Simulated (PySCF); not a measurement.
formamide (CH3NO), SMILES NC=O. Geometry optimised at B3LYP-D3(BJ)/def2-TZVP. Other conformers were not sampled.

Q: Give the equilibrium geometry at B3LYP-D3(BJ)/def2-TZVP (PySCF confirms it by a frequency run) as Cartesian coordinates in Å, and its point group. (Estimate from the structure and the level; the computed values follow.)

A: One answer among several that fit: point group Cs.
```xyz
6

N      0.1575    -1.0812     0.0000
C     -0.3856     0.1617     0.0000
O      0.2453     1.1934     0.0000
H      1.1596    -1.1828     0.0000
H     -0.4200    -1.9030     0.0000
H     -1.4910     0.1369     0.0000
```
Charge 0, spin multiplicity 1.
